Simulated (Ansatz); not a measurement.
# Worked example: correlation energy of P–CH–P⁺, triplet

Geometry: that of the P–CH–P, quartet, kept fixed.

```xyz
4

P     0.0000   -0.1426    1.5476
C     0.0000    0.5938    0.0000
P     0.0000   -0.1426   -1.5476
H     0.0000    1.6910    0.0000
```

Basis cc-pVDZ; Ansatz 0.2.0. Correlated methods freeze the noble-gas cores, which leaves 14 electrons in 44 orbitals. R marks a restricted (for open shells ROHF) determinant, U an unrestricted one.

Full CI isn't at hand for all of this; UCCSDT(Q) serves as the reference, and is uncertain by about the last step of the cluster series.

Runs differ by some tens of microhartree through their thresholds and, for an open shell, their frozen cores, so steps under 0.03 kcal/mol mean nothing.

```csv
level,total energy (hartree)
UHF,-719.565141
UMP2,-719.856985
UCCSD,-719.895677
UCCSD(T),-719.911424
UCCSDT,-719.913278
UCCSDT(Q),-719.914842
```

Question: What is the correlation energy at UCCSDT(Q), and what share of it do UMP2 and UCCSD recover?

Answer: E(corr) = -719.914842 − (-719.565141) = -0.349701 hartree = -9.516 eV. UMP2: -0.291844 / -0.349701 = 83.46 %. UCCSD: -0.330536 / -0.349701 = 94.52 %.

Question: By how many kcal/mol does UCCSD(T) miss UCCSDT(Q) (1 hartree = 627.509 kcal/mol), and which steps make up the rest?

Answer: -719.911424 − (-719.914842) = 0.003418 hartree = 2.14 kcal/mol. Steps: UCCSDT − UCCSD(T) = -1.16, UCCSDT(Q) − UCCSDT = -0.98 kcal/mol. Differences between like states or geometries often cancel part of this.
